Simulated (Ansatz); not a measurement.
Molecule (SMILES): FF (F2).
Atoms: F1, F2. Bonds: F1-F2.

Basis-set convergence of the highest harmonic wavenumber at HF with Ansatz (a quantum-chemistry and plane-wave program). Each level at its own minimum, finite differences of forces, unscaled; the reference is a large set that could be run, not a limit. Cartesian d functions, on some or all atoms, in 6-31+G*; all else is spherical. The program fits the integrals of some runs and decomposes those of others, by size. A restricted Hartree-Fock determinant is unstable towards unrestricted orbitals. No added dispersion term, no relativity. Reference: the value in def2-QZVPPD, 1266 cm⁻¹, itself unsure by roughly 1 cm⁻¹ (its mean distance from pcseg-3, def2-QZVPP, cc-pVQZ). Deviations are taken from unrounded values.

```json
[
 {"basis": "STO-3G", "functions": "10", "highest harmonic wavenumber (cm⁻¹)": "1678", "minus reference (cm⁻¹)": "411"},
 {"basis": "3-21G", "functions": "18", "highest harmonic wavenumber (cm⁻¹)": "1296", "minus reference (cm⁻¹)": "30"},
 {"basis": "6-31G", "functions": "18", "highest harmonic wavenumber (cm⁻¹)": "1142", "minus reference (cm⁻¹)": "-125"},
 {"basis": "6-31+G*", "functions": "38", "highest harmonic wavenumber (cm⁻¹)": "1232", "minus reference (cm⁻¹)": "-34"},
 {"basis": "aug-cc-pVDZ", "functions": "46", "highest harmonic wavenumber (cm⁻¹)": "1216", "minus reference (cm⁻¹)": "-50"},
 {"basis": "aug-pcseg-1", "functions": "46", "highest harmonic wavenumber (cm⁻¹)": "1207", "minus reference (cm⁻¹)": "-59"},
 {"basis": "def2-TZVPP", "functions": "62", "highest harmonic wavenumber (cm⁻¹)": "1268", "minus reference (cm⁻¹)": "2"},
 {"basis": "aug-pcseg-2", "functions": "92", "highest harmonic wavenumber (cm⁻¹)": "1266", "minus reference (cm⁻¹)": "0"},
 {"basis": "def2-QZVPP", "functions": "114", "highest harmonic wavenumber (cm⁻¹)": "1264", "minus reference (cm⁻¹)": "-2"}
]
```

The smallest set listed that lies within 20 cm⁻¹ of the reference with all its larger relatives (same family, alike in diffuse functions; a set with none counts only in the reference's own line) is def2-TZVPP (62 functions, 2 cm⁻¹ off). Inside, with no larger relative to test it: aug-pcseg-2. (Relatives not listed, tested too: def2-QZVP -2 cm⁻¹.)
